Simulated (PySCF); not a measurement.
C₂H₅, SMILES C[CH2] (connectivity only; charge and spin as stated), charge +1, multiplicity 1.

Geometry optimised at PBE0-D3(BJ)/def2-TZVP. A frequency run showed that this geometry is not a minimum. The multiplicity is an assumed one; other spin states were not compared. The isomer is the one that the SMILES or the coordinates give; other isomers of the formula were not compared.

Method: PBE0/def2-TZVPD in PySCF.

Symmetry labels are those of the subgroup Cs that the program uses (full group Cs).

Computed valence orbital energies around the gap with their symmetry:
| orbital | symmetry | energy (eV) |
|---|---|---|
| HOMO−7 | A' | -288.44 |
| HOMO−6 | A' | -285.56 |
| HOMO−5 | A' | -29.89 |
| HOMO−4 | A' | -24.73 |
| HOMO−3 | A' | -21.09 |
| HOMO−2 | A' | -19.49 |
| HOMO−1 | A" | -18.76 |
| HOMO | A' | -17.77 |
| LUMO | A" | -10.60 |
| LUMO+1 | A' | -4.64 |
| LUMO+2 | A' | -3.65 |
| LUMO+3 | A' | -3.36 |
